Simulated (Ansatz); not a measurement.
Results of revPBE (PAW; Ansatz, a quantum-chemistry and plane-wave program) for rock-salt BaTe.

Settings: plane-wave cutoff 520 eV, 8×8×8 k mesh, Fermi–Dirac smearing 0.01 eV, scalar-relativistic PAW data made under PBE.

Properties against volume:

```tsv
V (Å³/atom)	P (GPa)	direct gap at Γ (eV)	smallest gap on the k mesh (eV)
42.791	1.83	3.079	1.685
43.701	1.15	3.046	1.728
44.612	0.54	2.967	1.768
45.522	0.00	2.890	1.804
46.432	-0.50	2.817	1.838
47.343	-0.94	2.747	1.869
48.253	-1.33	2.680	1.898
```

The fundamental gap (1.80 eV at the equilibrium volume, with added k points) lies elsewhere than Γ–Γ.

Spin–orbit coupling is not included; with these elements it can move the gap by several tenths of an eV or more.
